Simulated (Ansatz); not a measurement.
This was printed by a script on Ansatz's Python interface, for a ladder of basis sets of BH₃ (charge -1), SMILES [BH3-]. What did the script look like? Use (for the species named): PBE0, STO-3G basis, multiplicity 2, D3BJ dispersion. The script varies basis: STO-3G, 6-31G, 6-31G*, def2-SVP, def2-SVPD, def2-TZVP, def2-TZVPP.

Input file `bh3.xyz`:
```text
4

B     0.00050   -0.00210    0.29780
H     1.06880   -0.34340   -0.10370
H    -0.23660    1.09850   -0.09090
H    -0.83270   -0.75290   -0.10320
```

`python basis_bh3.py` gives:
```text
STO-3G            8 orbitals  reference     -26.070509 Ha  total     -26.071181 Ha
6-31G            15 orbitals  reference     -26.513763 Ha  total     -26.514436 Ha
6-31G*           21 orbitals  reference     -26.519894 Ha  total     -26.520567 Ha
def2-SVP         29 orbitals  reference     -26.514356 Ha  total     -26.515029 Ha
def2-SVPD        44 orbitals  reference     -26.522130 Ha  total     -26.522803 Ha
def2-TZVP        49 orbitals  reference     -26.553850 Ha  total     -26.554523 Ha
def2-TZVPP       73 orbitals  reference     -26.554428 Ha  total     -26.555101 Ha
STO-3G         lies   13.1681 eV above def2-TZVPP
6-31G          lies    1.1066 eV above def2-TZVPP
6-31G*         lies    0.9397 eV above def2-TZVPP
def2-SVP       lies    1.0904 eV above def2-TZVPP
def2-SVPD      lies    0.8789 eV above def2-TZVPP
def2-TZVP      lies    0.0157 eV above def2-TZVPP
def2-TZVPP     lies    0.0000 eV above def2-TZVPP
```

One script that gives this output:

`basis_bh3.py`:
```python
"""How the energy of BH3(-) converges with the basis."""

import ansatz as az

geometry = az.Crystal.molecule_from_extxyz("bh3.xyz")

calc = (
    geometry.calculation()
    .functional("PBE0", dispersion="d3bj")
    .charge(-1)
    .spin("collinear", total=1)
)

energies = {}
for basis in ["STO-3G", "6-31G", "6-31G*", "def2-SVP", "def2-SVPD", "def2-TZVP", "def2-TZVPP"]:
    rep = calc.basis(gaussian=basis).run(threads=1, pin="off").report
    size = rep["n_frozen"] + rep["n_occupied"][0] + rep["n_virtual"][0]
    energies[basis] = (rep["reference_energy_ev"] / 27.211386246, rep["free_energy_ev"] / 27.211386246)
    print(f"{basis:14s} {size:4d} orbitals  reference {energies[basis][0]:14.6f} Ha  total {energies[basis][1]:14.6f} Ha")

last = energies["def2-TZVPP"][1]
for basis, (_, total) in energies.items():
    print(f"{basis:14s} lies {27.211386 * (total - last):9.4f} eV above def2-TZVPP")
```

Against STO-3G: 6-31G -443.3 mHa, 6-31G* -449.4 mHa, def2-SVP -443.8 mHa, def2-SVPD -451.6 mHa, def2-TZVP -483.3 mHa and def2-TZVPP -483.9 mHa. The last step alone is -0.58 mHa (these two sets differ little on atoms other than hydrogen).

The drop along the ladder measures the basis error, and is no property of the molecule. The geometry is a force-field or estimated start, not a minimum of this method, and the last set is no limit. Much of the fall in a total is atomic energy, which cancels in bond and reaction energies. The species is open-shell (spin multiplicity 2). Total less reference energy is the dispersion correction. Totals across families of basis sets mostly measure their core functions. Timing: 2 s on 1 thread of Intel(R) Xeon(R) 6975P-C (Granite Rapids), with other jobs on the host, peak memory 0.17 GiB.
